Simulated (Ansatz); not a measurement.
AlMe2H (C2H7Al). Charge 0, multiplicity 1. Geometry r2SCAN-D4/def2-TZVP.

```xyz
10

Al    0.377    0.170    0.640
C    -1.568    0.342    0.570
C     1.348   -0.443   -0.941
H    -2.038   -0.632    0.388
H    -1.879    0.981   -0.263
H    -2.007    0.750    1.484
H     1.250    0.281   -1.759
H     0.932   -1.381   -1.326
H     2.416   -0.597   -0.770
H     1.168    0.530    1.977
```

(1) Estimate the orbital energies around the gap (eV) in Ansatz with PBE-D4/def2-TZVP, B97M-V/def2-TZVP, r2SCANh-D4/def2-TZVP, PBE0-D4/def2-SVP, PBE0-D4/def2-TZVP.

Results:

(1) 
```tsv
orbital	PBE-D4/def2-TZVP	B97M-V/def2-TZVP	r2SCANh-D4/def2-TZVP	PBE0-D4/def2-SVP	PBE0-D4/def2-TZVP
HOMO−13	-268.06	-275.96	-275.37	-277.58	-277.26
HOMO−12	-106.27	-112.65	-112.18	-113.16	-113.03
HOMO−11	-68.43	-71.36	-71.99	-73.38	-73.19
HOMO−10	-68.14	-71.10	-71.72	-73.13	-72.94
HOMO−9	-68.11	-71.07	-71.70	-73.12	-72.92
HOMO−8	-16.68	-17.88	-18.38	-18.79	-19.01
HOMO−7	-16.42	-17.63	-18.12	-18.51	-18.74
HOMO−6	-9.57	-10.02	-10.49	-11.03	-11.08
HOMO−5	-9.51	-9.96	-10.41	-10.94	-10.99
HOMO−4	-9.32	-9.74	-10.20	-10.76	-10.81
HOMO−3	-9.29	-9.74	-10.18	-10.72	-10.79
HOMO−2	-9.28	-9.65	-10.15	-10.70	-10.76
HOMO−1	-6.61	-6.97	-7.38	-7.85	-7.89
HOMO	-6.50	-6.86	-7.24	-7.76	-7.78
LUMO	-1.63	-1.49	-1.01	-0.80	-0.86
LUMO+1	-0.19	-0.11	0.62	0.93	0.54
LUMO+2	0.56	0.72	1.44	1.92	1.25
LUMO+3	1.42	1.64	2.29	2.90	2.26
LUMO+4	2.08	2.31	3.16	3.69	2.88
LUMO+5	2.34	2.55	3.48	4.01	3.03
```
